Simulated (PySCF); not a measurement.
Stick spectrum of a doublet radical in fast tumbling, microwave frequency 9.744 GHz, simulated to first order from computed parameters.

Lines, field (mT) (relative intensity): 342.69 (1), 343.35 (1), 344.01 (1), 344.34 (4), 344.67 (1), 345.00 (4), 345.66 (4), 345.99 (6), 346.32 (4), 346.65 (6), 347.31 (6), 347.64 (4), 347.97 (6), 348.30 (4), 348.96 (4), 349.29 (1), 349.62 (4), 349.95 (1), 350.61 (1), 351.27 (1)

Task: Find the g value from the centre of the pattern.

Result: The pattern is symmetric about 346.98 mT, so g = hν/(μB·B0) = 9744/(13.99624 × 346.98) = 2.0064, a shift of +4.1 × 10⁻³ from the free-electron value.

Task: Which couplings and how many nuclei make this pattern?

Result: The first two lines at either end are about 0.66 mT apart, which is the smallest coupling, and their intensity ratio 1:1 counts the nuclei that share it. In full: a 1:4:6:4:1 quintet of 1.65 mT (46 MHz), from 4 nuclei of spin 1/2; a 1:1:1:1 quartet of 0.66 mT (19 MHz), from 1 nucleus of spin 3/2. Check: Σ 2nI·a is the distance from the first to the last line, 8.58 mT.

Task: The radical has the formula C3H4Cl. Propose a structure, and say which nuclei carry the couplings.

Result: The pattern alone needn't single out one isomer; the structure behind this simulation is `Cl[C]1CC1` [radical], numbered [Cl:1][C:2]1[CH2:3][CH2:4]1 (hydrogens: H5, H6 on C3; H7, H8 on C4). 1.65 mT: 1H at H5/H6/H7/H8 (β, 2 bonds from C2; computed sign +); 0.66 mT: 35Cl at Cl1 (1 bond from C2; computed sign +). Largest spin populations (Mulliken): C2 (+0.82) and Cl1 (+0.10). C2 is the only atom above +0.15. The angles at C2 add up to 319.5°, so it is pyramidal.

Computed with UKS B3LYP, pcH-1 on C Cl H, non-relativistic, mean-field spin-orbit, GIAO in PySCF. Isolated species at its GFN2-xTB geometry, gas phase. Couplings are sensitive to structure, and on GFN2-xTB geometries they can be far from those on DFT ones. Stability of the SCF solution: not tested.

Means are taken over nuclei equivalent by connectivity, which assumes that they swap fast. The 1H value of +46.3 MHz is a mean of couplings from 31.3 to 61.4 MHz in this one geometry, not an average over conformers.

Main isotope only: 35Cl (natural samples also hold 24 % 37Cl, magnetic too, which adds its own pattern).

Rare isotopes and splittings under 0.04 mT were left out of the simulation.
